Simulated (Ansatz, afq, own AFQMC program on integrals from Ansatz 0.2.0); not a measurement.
**H₃O (doublet): AFQMC on the coupled-cluster ladder at distance O1–H3 along a hydrogen transfer = 1.024 Å, cc-pVTZ**

How near does AFQMC come to the top of the ladder for H₃O (doublet)?

Method: cc-pVTZ, frozen cores; program: Ansatz 0.2.0, Gaussian basis, and an in-house AFQMC program (afq) on its integrals; all values are calculated.

To be run: PBE (unrestricted); r2SCAN (unrestricted); PBE0 (unrestricted); B3LYP (unrestricted); wB97M-V (unrestricted); CCSD(T) on UHF; B2PLYP (unrestricted); CCSDT(Q) on UHF; Phaseless AFQMC, CISD trial on UHF.

### Step 1. The geometry

The geometry derives from fragments relaxed apart (PBE0/def2-TZVP) and kept rigid, so it is no stationary point. A hydrogen atom is moved between rigid fragments.

4 atoms, charge 0, spin multiplicity 2.

Atoms are counted from 1 here; the program's logs count them from 0.

Bond lengths: O1–H2 0.960 Å, O1–H3 1.024 Å. Angles: H2–O1–H3 105.1°.

### Step 2. PBE (unrestricted)

The input, in.yaml:

```yaml
crystal:
  periodic: [false, false, false]
  atoms:
    - {symbol: O, position_ang: [-0.143360, -0.049094, 0.000000]}
    - {symbol: H, position_ang: [-0.392670, 0.877481, 0.000000]}
    - {symbol: H, position_ang: [0.880640, -0.049094, 0.000000]}
    - {symbol: H, position_ang: [1.787640, -0.049094, 0.000000]}
basis:
  gaussian: {orbitals: cc-pVTZ}
magnetization: {spin_polarized: true, initial_magnetization: 1}
hamiltonian: {xc: {name: PBE}}
output: {orbitals: {seedname: orbitals}}
```

On the command line:

```console
$ ansatz run in.yaml --threads 1 --pin off --events-out ev --progress --plain --max-ram 8192MiB --backend cpu
```

Output:

```text
Functional definition: PBE
  name "PBE"
  cite "Perdew, Burke & Ernzerhof, Phys. Rev. Lett. 77, 3865 (1996) doi:10.1103/PhysRevLett.77.3865"
  parent pbe
  parameter kappa = 0.804
  parameter beta = 0.06672455060314922
  exchange = pbe_x(kappa = kappa, mu = beta*pi^2/3)
  correlation = pbe_c(beta = beta)
347 factors; their error is unknown
mean field evaluation 1: about -2086.5157 eV, gradient 3.9e1 eV
mean field evaluation 2: about -2061.0843 eV, gradient 8.3e1 eV
mean field evaluation 4: about -2091.2398 eV, gradient 4.1e0 eV
mean field evaluation 8: about -2091.3260 eV, gradient 3.5e-2 eV
mean field evaluation 16: about -2091.3180 eV, gradient 8.8e-6 eV
mean field -2091.31798237 eV, -76.8545183060 hartree, gradient 8.9e-6 eV, S^2 0.752830; 0 other end points of the search recorded, 0 dependent functions left out
reference -2091.31800699 eV, -76.8545192108 hartree; 6, 5 occupied and 66, 67 virtual orbitals, 347 factors
Total energy: -2091.31800699 eV, -76.8545192108 hartree
```

Wall time 0.7 s (1 thread of AMD EPYC 7R13 (Zen 3), shared host); peak memory 1.6 GiB.

From the report: ⟨S²⟩ of the determinant 0.753 (pure doublet: 0.75).

### Step 3. r2SCAN (unrestricted)

in.yaml, as its differences from that of step 2:

```diff
@@ -10,3 +10,2 @@
 magnetization: {spin_polarized: true, initial_magnetization: 1}
-hamiltonian: {xc: {name: PBE}}
-output: {orbitals: {seedname: orbitals}}
+hamiltonian: {xc: {name: r2SCAN}}
```

Launched as before.

Output:

```text
Functional definition: r2SCAN
  name "r2SCAN"
  cite "Furness, Kaplan, Ning, Perdew & Sun, J. Phys. Chem. Lett. 11, 8208 (2020) doi:10.1021/acs.jpclett.0c02405"
  cite "Furness, Kaplan, Ning, Perdew & Sun, J. Phys. Chem. Lett. 11, 9248 (2020) doi:10.1021/acs.jpclett.0c03077"
  parent r2scan
  parameter k0 = 0.174
  parameter k1 = 0.065
  parameter a1 = 4.9479
  exchange = r2scan_x(k0 = k0, k1 = k1, a1 = a1)
  correlation = r2scan_c
347 factors; their error is unknown
mean field evaluation 1: about -2088.4567 eV, gradient 3.6e1 eV
mean field evaluation 2: about -2076.7540 eV, gradient 6.5e1 eV
mean field evaluation 4: about -2092.5928 eV, gradient 1.5e0 eV
mean field evaluation 8: about -2092.5962 eV, gradient 2.6e-2 eV
mean field evaluation 16: about -2092.5962 eV, gradient 2.0e-5 eV
mean field -2092.59622348 eV, -76.9014928003 hartree, gradient 2.0e-5 eV, S^2 0.755375; 0 other end points of the search recorded, 0 dependent functions left out
reference -2092.59623204 eV, -76.9014931149 hartree; 6, 5 occupied and 66, 67 virtual orbitals, 347 factors
Total energy: -2092.59623204 eV, -76.9014931149 hartree
```

Wall time 1.1 s (1 thread of AMD EPYC 7R13 (Zen 3), shared host); peak memory 1.6 GiB.

From the report: ⟨S²⟩ of the determinant 0.755 (pure doublet: 0.75).

### Step 4. PBE0 (unrestricted)

in.yaml, as its differences from that of step 3:

```diff
@@ -10,2 +10,3 @@
 magnetization: {spin_polarized: true, initial_magnetization: 1}
-hamiltonian: {xc: {name: r2SCAN}}
+hamiltonian: {xc: {name: PBE0}}
+output: {orbitals: {seedname: orbitals}}
```

The command is unchanged.

Output:

```text
Functional definition: PBE0
  name "PBE0"
  cite "Adamo & Barone, J. Chem. Phys. 110, 6158 (1999) doi:10.1063/1.478522"
  cite "Perdew, Burke & Ernzerhof, Phys. Rev. Lett. 77, 3865 (1996) doi:10.1103/PhysRevLett.77.3865"
  parent pbe
  parameter a = 0.25
  parameter kappa = 0.804
  parameter beta = 0.06672455060314922
  exchange = (1 - a)*pbe_x(kappa = kappa, mu = beta*pi^2/3) + a*exact_x
  correlation = pbe_c(beta = beta)
347 factors; their error is unknown
mean field evaluation 1: about -2087.7951 eV, gradient 3.3e1 eV
mean field evaluation 2: about -2082.0678 eV, gradient 5.1e1 eV
mean field evaluation 4: about -2091.2756 eV, gradient 6.3e-1 eV
mean field evaluation 8: about -2091.2755 eV, gradient 1.6e-1 eV
mean field evaluation 16: about -2091.2755 eV, gradient 6.5e-5 eV
mean field -2091.27554321 eV, -76.8529586956 hartree, gradient 6.5e-5 eV, S^2 0.755439; 0 other end points of the search recorded, 0 dependent functions left out
reference -2091.27556213 eV, -76.8529593907 hartree; 6, 5 occupied and 66, 67 virtual orbitals, 347 factors
Total energy: -2091.27556213 eV, -76.8529593907 hartree
```

Wall time 0.69 s (1 thread of AMD EPYC 7R13 (Zen 3), shared host); peak memory 1.6 GiB.

From the report: ⟨S²⟩ of the determinant 0.755 (pure doublet: 0.75).

### Step 5. B3LYP (unrestricted)

in.yaml, as its differences from that of step 4:

```diff
@@ -10,3 +10,2 @@
 magnetization: {spin_polarized: true, initial_magnetization: 1}
-hamiltonian: {xc: {name: PBE0}}
-output: {orbitals: {seedname: orbitals}}
+hamiltonian: {xc: {name: B3LYP}}
```

The command is unchanged.

Output, cut to the lines that bear on the results:

```text
Functional definition: B3LYP
  name "B3LYP"
  cite "Stephens, Devlin, Chabalowski & Frisch, J. Phys. Chem. 98, 11623 (1994) doi:10.1021/j100096a001"
  cite "Becke, Phys. Rev. A 38, 3098 (1988) doi:10.1103/PhysRevA.38.3098"
  cite "Lee, Yang & Parr, Phys. Rev. B 37, 785 (1988) doi:10.1103/PhysRevB.37.785"
  cite "Vosko, Wilk & Nusair, Can. J. Phys. 58, 1200 (1980) doi:10.1139/p80-159"
[...]
347 factors; their error is unknown
[...]
mean field -2093.73208648 eV, -76.9432349954 hartree, gradient 3.4e-5 eV, S^2 0.754619; 0 other end points of the search recorded, 0 dependent functions left out
reference -2093.73223962 eV, -76.9432406235 hartree; 6, 5 occupied and 66, 67 virtual orbitals, 347 factors
Total energy: -2093.73223962 eV, -76.9432406235 hartree
```

Run time: 0.69 s. Hardware: 1 thread of AMD EPYC 7R13 (Zen 3), shared host; peak memory 1.6 GiB.

From the report: ⟨S²⟩ of the determinant 0.755 (pure doublet: 0.75).

### Step 6. wB97M-V (unrestricted)

in.yaml, as its differences from that of step 5:

```diff
@@ -10,2 +10,3 @@
 magnetization: {spin_polarized: true, initial_magnetization: 1}
-hamiltonian: {xc: {name: B3LYP}}
+hamiltonian: {xc: {name: wB97M-V}}
+output: {orbitals: {seedname: orbitals}}
```

The command is unchanged.

Output, cut to the lines that bear on the results:

```text
Functional definition: wB97M-V
  name "wB97M-V"
  cite "Mardirossian & Head-Gordon, J. Chem. Phys. 144, 214110 (2016) doi:10.1063/1.4952647"
  cite "Becke, J. Chem. Phys. 107, 8554 (1997) doi:10.1063/1.475007"
  cite "Vydrov & Van Voorhis, J. Chem. Phys. 133, 244103 (2010) doi:10.1063/1.3521275"
  # Of w^i u^j: cxij and so on, Table III.
[...]
  gx(w, u) = 1 - cx + cx01*u + cx10*w
  gss(w, u) = css00 + css04*u^4 + css10*w + css20*w^2 + css43*w^4*u^3
  gos(w, u) = cos00 + cos10*w + (cos20 + cos21*u)*w^2 + (cos60 + cos61*u)*w^6
[...]
      + integral(e_c_pw_mod_opposite_spin*gos(b97_w_opposite, b97_u_opposite)) + vv10(b, c)
347 factors; their error is unknown
90 factors; integrals over basis functions are off by at most 2.1e-5 eV
[...]
mean field -2092.38554316 eV, -76.8937504414 hartree, gradient 3.5e-5 eV, S^2 0.754219; 0 other end points of the search recorded, 0 dependent functions left out
reference -2092.38557032 eV, -76.8937514392 hartree; 6, 5 occupied and 66, 67 virtual orbitals, 347 factors
Total energy: -2092.38557032 eV, -76.8937514392 hartree
```

Wall time 2 s (1 thread of AMD EPYC 7R13 (Zen 3), shared host); peak memory 1.6 GiB.

From the report: ⟨S²⟩ of the determinant 0.754 (pure doublet: 0.75).

### Step 7. CCSD(T) on UHF

in.yaml, as its differences from that of step 6:

```diff
@@ -10,3 +10,2 @@
 magnetization: {spin_polarized: true, initial_magnetization: 1}
-hamiltonian: {xc: {name: wB97M-V}}
-output: {orbitals: {seedname: orbitals}}
+correlation: {method: ccsd_t, electrons: outside_noble_gas, hamiltonian_folder: ham}
```

On the command line:

```console
$ ansatz run in.yaml --threads 1 --pin off --events-out ev --progress --plain --max-ram 24576MiB --backend cuda --devices 0, --max-vram 18GiB
```

Output, cut to the lines that bear on the results:

```text
Functional definition: HF
  name "HF"
  cite "Fock, Z. Phys. 61, 126 (1930) doi:10.1007/BF01340294"
  parent pbe
[...]
411 factors; integrals over basis functions are off by at most 1.3e-3 eV
[...]
mean field -2082.06372637 eV, -76.5144306705 hartree, gradient 7.5e-6 eV, S^2 0.769659; 3 other end points of the search recorded, 0 dependent functions left out
determinant -2082.06372637 eV, -76.5144306705 hartree, with singles and doubles -2089.73979082 eV, -76.7965208360 hartree
determinant -2079.56419605 eV, -76.4225746255 hartree, with singles and doubles -2086.69891476 eV, -76.6847707020 hartree
1 core orbitals not correlated: weight in the atoms' cores, before any rotation towards them, 1.000 or more for the frozen orbitals, at most 0.000 for the correlated occupied ones
reference -2082.06372637 eV, -76.5144306705 hartree; 5, 4 occupied and 66, 67 virtual orbitals, 411 factors
second order -7.37772115 eV of doubles, -0.00000000 eV of singles
cycle   1  -7.61658933 eV  change   -7.3e-1 eV  update   1.5e-2
[...]
cycle   9  -7.63607583 eV  change    1.0e-5 eV  update   5.7e-6
perturbative correction -0.23490218 eV, -0.0086324961 hartree
Total energy: -2089.93470439 eV, -76.8036837775 hartree
```

Run time: 6 s. Hardware: 1 × NVIDIA H100 80GB HBM3 with 1 thread of AMD EPYC 7R13 (Zen 3), shared host; peak host memory 1.6 GiB.

From the report: ⟨S²⟩ of the determinant 0.770 (pure doublet: 0.75); correlation -7.8710 eV; T1 0.013; largest double amplitude 0.04.

This run also writes the integrals to the folder ham.

### Step 8. B2PLYP (unrestricted)

in.yaml, as its differences from that of step 7:

```diff
@@ -10,2 +10,3 @@
 magnetization: {spin_polarized: true, initial_magnetization: 1}
-correlation: {method: ccsd_t, electrons: outside_noble_gas, hamiltonian_folder: ham}
+hamiltonian: {xc: {name: B2PLYP}}
+correlation: {electrons: outside_noble_gas}
```

On the command line:

```console
$ ansatz run in.yaml --threads 1 --pin off --events-out ev --progress --plain --max-ram 8192MiB --backend cpu
```

Output, cut to the lines that bear on the results:

```text
Functional definition: B2PLYP
  name "B2PLYP"
  cite "Grimme, J. Chem. Phys. 124, 034108 (2006) doi:10.1063/1.2148954"
  cite "Becke, Phys. Rev. A 38, 3098 (1988) doi:10.1103/PhysRevA.38.3098"
  cite "Lee, Yang & Parr, Phys. Rev. B 37, 785 (1988) doi:10.1103/PhysRevB.37.785"
[...]
411 factors; integrals over basis functions are off by at most 1.3e-3 eV
[...]
mean field -2089.68330497 eV, -76.7944450195 hartree, gradient 6.6e-6 eV, S^2 0.759781; 0 other end points of the search recorded, 0 dependent functions left out
1 core orbitals not correlated: weight in the atoms' cores, before any rotation towards them, 1.000 or more for the frozen orbitals, at most 0.000 for the correlated occupied ones
reference -2089.68340282 eV, -76.7944486153 hartree; 5, 4 occupied and 66, 67 virtual orbitals, 411 factors
second order -8.83692160 eV of doubles, -0.00000000 eV of singles
Total energy: -2092.06937165 eV, -76.8821313526 hartree
```

Wall time 0.88 s (1 thread of AMD EPYC 7R13 (Zen 3), shared host); peak memory 1.6 GiB.

From the report: ⟨S²⟩ of the determinant 0.760 (pure doublet: 0.75).

### Step 9. CCSDT(Q) on UHF

in.yaml, as its differences from that of step 8:

```diff
@@ -10,3 +10,2 @@
 magnetization: {spin_polarized: true, initial_magnetization: 1}
-hamiltonian: {xc: {name: B2PLYP}}
-correlation: {electrons: outside_noble_gas}
+correlation: {method: ccsdt_q, electrons: outside_noble_gas}
```

On the command line:

```console
$ ansatz run in.yaml --threads 1 --pin off --events-out ev --progress --plain --max-ram 24576MiB --backend cuda --devices 0, --max-vram 18GiB
```

Output, cut to the lines that bear on the results:

```text
Functional definition: HF
  name "HF"
  cite "Fock, Z. Phys. 61, 126 (1930) doi:10.1007/BF01340294"
  parent pbe
[...]
874 factors; integrals over basis functions are off by at most 1.9e-7 eV
[...]
mean field -2082.06373189 eV, -76.5144308736 hartree, gradient 7.3e-6 eV, S^2 0.769659; 3 other end points of the search recorded, 0 dependent functions left out
determinant -2082.06373189 eV, -76.5144308736 hartree, with singles and doubles -2089.73981737 eV, -76.7965218119 hartree
determinant -2079.56419955 eV, -76.4225747541 hartree, with singles and doubles -2086.69893706 eV, -76.6847715214 hartree
1 core orbitals not correlated: weight in the atoms' cores, before any rotation towards them, 1.000 or more for the frozen orbitals, at most 0.000 for the correlated occupied ones
reference -2082.06373189 eV, -76.5144308736 hartree; 5, 4 occupied and 66, 67 virtual orbitals, 874 factors
second order -7.37774457 eV of doubles, -0.00000000 eV of singles
cycle   1  -7.42030197 eV  change   -4.3e-2 eV  update   6.0e-2
[...]
cycle  15  -7.87629310 eV  change    1.0e-6 eV  update   6.0e-7
perturbative correction -0.01192507 eV, -0.0004382382 hartree
Total energy: -2089.95195006 eV, -76.8043175442 hartree
```

Run time: 12 s. Hardware: 1 × NVIDIA H100 80GB HBM3 with 1 thread of AMD EPYC 7R13 (Zen 3), shared host; peak host memory 1.6 GiB.

From the report: ⟨S²⟩ of the determinant 0.770 (pure doublet: 0.75); correlation -7.8882 eV; T1 0.013; largest double amplitude 0.04.

### Step 10. Phaseless AFQMC, CISD trial on UHF

It reads the integrals that the CCSD(T) run on this determinant wrote.

On the command line:

```console
$ afq ham --method phaseless --trial cisd --walkers 3100 --populations 20 --least-time 60 --time-step 0.005 --steps-per-block 50 --equilibration-blocks 28 --max-blocks 4000 --target-error 0.00018 --factor-cut 1e-05 --start spin_pure --seed 5415 --release-times 0.24,0.51,0.99,1.62,2.4 --release-step 0.03 --release-every 3 --taylor-order 6
```

Output:

```text
orbitals 71  electrons 5 4  factors 411 of 411
reference energy -76.51443067 Eh
CCSD correlation -0.28062076 Eh in 11 cycles, weight of the determinant in the CISD state 0.9287
energy of the start -76.794255 Eh
 block  time / (1/Eh)  mean weight  energy / Eh
     1     0.250  0.9998  -76.795507
     2     0.500  1.0002  -76.799236
     3     0.750  1.0002  -76.800993
     4     1.000  1.0004  -76.802327
     5     1.250  1.0001  -76.803310
     6     1.500  1.0002  -76.804300
     7     1.750  0.9999  -76.803880
     8     2.000  1.0003  -76.804755
     9     2.250  1.0001  -76.803196
    10     2.500  1.0001  -76.803359
    11     2.750  0.9997  -76.802457
    12     3.000  1.0006  -76.804212
    13     3.250  1.0005  -76.804972
    14     3.500  0.9996  -76.804827
    15     3.750  0.9996  -76.803659
    16     4.000  0.9997  -76.804518
    17     4.250  1.0005  -76.805071
    18     4.500  1.0000  -76.804456
    19     4.750  1.0003  -76.805607
    20     5.000  0.9999  -76.805042
    21     5.250  0.9999  -76.804373
    22     5.500  1.0001  -76.804708
    23     5.750  0.9996  -76.803147
    24     6.000  0.9996  -76.803371
    25     6.250  0.9996  -76.803401
    26     6.500  1.0006  -76.802773
    27     6.750  1.0001  -76.803353
    28     7.000  1.0000  -76.804115
    29     7.250  1.0003  -76.804077
    30     7.500  1.0003  -76.804324
    31     7.750  1.0000  -76.804207
    32     8.000  1.0001  -76.804178
    33     8.250  1.0000  -76.805511
    34     8.500  1.0002  -76.803754
    35     8.750  0.9997  -76.804833
    36     9.000  1.0000  -76.803120
    37     9.250  1.0002  -76.804136
    38     9.500  1.0005  -76.803791
    39     9.750  0.9996  -76.806019
    40    10.000  0.9998  -76.803778
    41    10.250  0.9994  -76.803265
    42    10.500  0.9996  -76.805691
    43    10.750  1.0001  -76.804505
    44    11.000  0.9998  -76.804166
    45    11.250  1.0005  -76.804483
    46    11.500  0.9999  -76.805057
    47    11.750  0.9996  -76.803859
    48    12.000  0.9991  -76.803157
    49    12.250  0.9998  -76.804068
    50    12.500  0.9996  -76.804447
    51    12.750  1.0004  -76.804254
    52    13.000  0.9994  -76.803293
    53    13.250  1.0004  -76.803691
    54    13.500  1.0008  -76.803661
    55    13.750  1.0003  -76.804077
    56    14.000  1.0000  -76.804304
    57    14.250  0.9996  -76.802889
    58    14.500  0.9997  -76.804356
    59    14.750  1.0001  -76.803963
    60    15.000  1.0000  -76.804522
    61    15.250  1.0003  -76.803830
    62    15.500  1.0002  -76.804376
    63    15.750  0.9999  -76.805179
    64    16.000  0.9997  -76.805253
    65    16.250  1.0001  -76.803909
    66    16.500  0.9998  -76.805252
    67    16.750  1.0003  -76.803973
    68    17.000  1.0004  -76.803313
    69    17.250  0.9998  -76.804224
    70    17.500  0.9997  -76.804235
    71    17.750  0.9999  -76.803882
    72    18.000  1.0008  -76.804905
    73    18.250  1.0003  -76.803678
    74    18.500  0.9992  -76.805016
    75    18.750  1.0001  -76.804351
    76    19.000  0.9999  -76.804611
    77    19.250  0.9997  -76.803543
    78    19.500  1.0001  -76.803783
error from the spread of 20 populations
released: time / (1/Eh)  energy / Eh  error  mean overlap
  0.24  -76.804316  0.000117  0.9972
  0.51  -76.804592  0.000113  0.9921
  0.99  -76.804298  0.000136  0.9836
  1.62  -76.804493  0.000122  0.9638
  2.40  -76.804597  0.000195  0.9460
energy -76.804215 +/- 0.000155 Eh
```

It took 94 s on 1 × NVIDIA H100 80GB HBM3 with 2 threads of AMD EPYC 7R13 (Zen 3), shared host; peak host memory 1.7 GiB.

Energy -2089.9492 ± 0.0042 eV. Caveats: constraint bias not in the error.

### Step 11. All levels side by side

On the UHF determinant, counted from CCSDT(Q) (a yardstick, not exact):

```tsv
level	energy (eV)	from CCSDT(Q) (kcal/mol)	statistical error (kcal/mol)	time
HF	-2082.0637	+181.91		
MP2	-2089.4414	+11.77		
CCSD	-2089.6998	+5.81		
CCSD(T)	-2089.9347	+0.40		
CCSDT(Q)	-2089.9520	0.00		
Phaseless AFQMC, CISD trial, step 0.005, 3100 walkers	-2089.9492	+0.06	0.10	94 s
```

The functionals' totals stand on their own zeros and serve differences with other points: PBE -2091.318 eV; r2SCAN -2092.596 eV; PBE0 -2091.276 eV; B3LYP -2093.732 eV; wB97M-V -2092.386 eV; B2PLYP -2092.069 eV.

### Step 12. What came out

```
                                        quantity                  value
                    CCSD(T) on UHF from CCSDT(Q)         +0.40 kcal/mol
Phaseless AFQMC, CISD trial on UHF from CCSDT(Q)  +0.06 ± 0.10 kcal/mol
```

On UHF the phaseless walk with the CISD trial lies +0.06 kcal/mol from CCSDT(Q), within three error bars. Error bars are statistical and leave out the constraint, the time step and what remains of the start.
